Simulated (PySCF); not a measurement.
# C2H5N: the cost of one run

Program: PySCF 2.14.0. Level of theory: levels as typed in each script, gas phase, geometry from GFN2-xTB. These are calculated values, not measurements.

### 1 Where the work starts

8 atoms, charge 0, spin multiplicity 1.

Bond lengths: C1–N2 1.444 Å, C1–C3 1.477 Å, C1–H4 1.081 Å, C1–H5 1.084 Å, N2–C3 1.444 Å, N2–H6 1.015 Å, C3–H7 1.081 Å, C3–H8 1.084 Å. Angles: N2–C1–C3 59.2°, N2–C1–H4 114.6°, N2–C1–H5 119.8°, C3–C1–H4 119.0°, C3–C1–H5 118.9°, H4–C1–H5 114.4°, C1–N2–C3 61.5°, C1–N2–H6 114.1°, C3–N2–H6 114.1°, C1–C3–N2 59.2°, C1–C3–H7 119.0°, C1–C3–H8 118.9°, N2–C3–H7 114.6°, N2–C3–H8 119.8°, H7–C3–H8 114.4°.

Coordinates:

```
C     0.7387   -0.3903    0.0271
N    -0.0001    0.8346   -0.1692
C    -0.7386   -0.3903    0.0271
H     1.2629   -0.7460   -0.8492
H     1.2625   -0.5597    0.9612
H     0.0000    1.4531    0.6360
H    -1.2628   -0.7461   -0.8492
H    -1.2625   -0.5597    0.9612
```

### 2 Localised orbitals (wB97X/def2-svpd)

input.py reads:

```python
import numpy as np
from pyscf import gto, scf, dft, lo
from pyscf.data.elements import chemcore

def solve(mol, dm0=None, hcore=None):
    mf = (dft.UKS if mol.spin else dft.RKS)(mol, xc='wb97x')
    mf.grids.level = 3
    mf = mf.density_fit(auxbasis='def2-universal-jkfit')
    mf.conv_tol, mf.max_cycle = 1e-8, 80
    if hcore is not None:
        mf.get_hcore = lambda *args: hcore
    mf.kernel(dm0)
    if not mf.converged:
        mf = mf.newton().run(mf.mo_coeff, mf.mo_occ, max_cycle=30)
    assert mf.converged, 'SCF not converged'
    return mf

mol = gto.M(atom='''
C      0.73866    -0.39026     0.02705
N     -0.00005     0.83456    -0.16924
C     -0.73862    -0.39032     0.02705
H      1.26289    -0.74603    -0.84918
H      1.26253    -0.55966     0.96120
H     -0.00004     1.45313     0.63604
H     -1.26283    -0.74612    -0.84917
H     -1.26247    -0.55975     0.96121
''', basis='def2-svpd', charge=0, spin=0, verbose=4)
mf = solve(mol)
occ_all = mf.mo_coeff[:, mf.mo_occ > 0]
occ = occ_all[:, chemcore(mol):]
loc = lo.ibo.ibo(mol, occ, iaos=lo.iao.iao(mol, occ_all))
fock, s = mf.get_fock(), mf.get_ovlp()
ortho = lo.orth_ao(mol, 'meta_lowdin')
ortho = lo.vec_lowdin(lo.iao.iao(mol, occ_all), s)
labels = lo.iao.reference_mol(mol).ao_labels(fmt=None)
vir = lo.vvo.livvo(mol, occ_all, mf.mo_coeff[:, mf.mo_occ == 0])
both = np.hstack([loc, vir])
p = (ortho.T @ s @ both) ** 2
pop = np.array([p[[l[0] == a for l in labels]].sum(0) for a in range(mol.natm)])
spd = np.array([[p[[l[0] == a and l[2][-1] == k for l in labels]].sum(0) for k in 'spd'] for a in range(mol.natm)])
eps = np.einsum('pi,pq,qi->i', both, fock, both)
for i in np.argsort(eps):
    top = np.argsort(-pop[:, i])[:3]
    print('%3d %s %9.4f Eh ' % (i + 1, 'occ' if i < loc.shape[1] else 'vir', eps[i]), '  '.join('%s%d %.3f' % (mol.atom_symbol(a), a + 1, pop[a, i]) for a in top))
np.savez('result.npz', c=both, nocc=loc.shape[1], pop=pop, spd=spd, eps=eps, e=mf.e_tot)
```

Command:

```
$ OMP_NUM_THREADS=1 python input.py
```

Q: Estimate wall time and peak memory on 1 thread of Arm Neoverse V2, shared host.

About 7 s, with a peak of 0.43 GiB.
